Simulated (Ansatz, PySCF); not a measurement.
Species: C$_{2}$H$_{3}$O, charge 0, doublet. C2H3O (SMILES C1O[CH]1, doublet).
B3LYP-D3(BJ)/def2-TZVP minimum from Ansatz (a first-principles code):
```xyz
6

C     -0.0023     0.7447    -0.3759
O      0.0458     0.0944     0.8207
C      0.0483    -0.6990    -0.4192
H     -0.7822     1.4623    -0.6108
H     -0.8485    -1.2960    -0.5529
H      0.9884    -1.1956    -0.6312
```
Charge 0, spin multiplicity 2.

Atomisation energy term by term, kcal/mol (programs: Ansatz). Open shells are spin-unrestricted; no spin-orbit coupling. Correlated methods leave the cores frozen. Rows without X2C or -DK are non-relativistic. CBS(X,Y): correlation extrapolated as X^-3, Hartree-Fock from the larger set (Q,5: extrapolated as (X+1)exp(-9√X)). A bracket is a step between two methods taken in the basis named. '+ core + X2C': CCSD(T) terms for core correlation (cc-pwCVTZ) and scalar relativity (cc-pVTZ-DK). For partners of very few electrons the exact lower level stands in for a higher one.

```json
[
 {"term": "Hartree-Fock", "basis": "CBS(cc-pVQZ,cc-pV5Z)", "kcal/mol": "372.59"},
 {"term": "CCSD correlation", "basis": "CBS(cc-pVQZ,cc-pV5Z)", "kcal/mol": "153.86"},
 {"term": "(T)", "basis": "CBS(cc-pVQZ,cc-pV5Z)", "kcal/mol": "11.85"},
 {"term": "CCSDT(Q) - CCSD(T)", "basis": "cc-pVDZ", "kcal/mol": "0.77"},
 {"term": "core correlation", "basis": "cc-pwCVTZ", "kcal/mol": "2.29"},
 {"term": "scalar relativity", "basis": "X2C, cc-pVTZ-DK", "kcal/mol": "-0.52"},
 {"term": "minus zero-point energy", "basis": "Hessian by PySCF at B3LYP-D3(BJ)/def2-TZVP", "kcal/mol": "-27.51"},
 {"term": "sum: D0", "basis": "", "kcal/mol": "513.3"}
]
```
